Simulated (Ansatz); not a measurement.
Molecule: S₂ (charge 0, triplet). 
Structure (B3LYP-D3(BJ)/def2-TZVP (Ansatz, a quantum-chemistry and plane-wave program) minimum search):
```xyz
2

S      0.0000     0.0000    -0.9518
S      0.0000     0.0000     0.9518
```
Charge 0, spin multiplicity 3.

Basis-set convergence of Hartree-Fock and MP2 correlation energies (hartree) with Ansatz. Correlated levels leave the core frozen unless marked. UHF or UKS for open shells. No spin-orbit coupling. Non-relativistic.

| basis | functions | E(HF) | E(corr, MP2) |
|---|---|---|---|
| def2-SVPD | 54 | -794.81170 | -0.24981 |
| def2-TZVPPD | 102 | -795.08647 | -0.31445 |
| def2-QZVPPD | 158 | -795.10822 | -0.34207 |

Extrapolating the two largest sets (X = 3 and 4) as X^-3: E(corr) = (64·(-0.34207) - 27·(-0.31445))/37 = -0.3622 Eh, an estimate of the basis-set limit. The largest set recovers 94.4 % of it, the smallest 69.0 %.
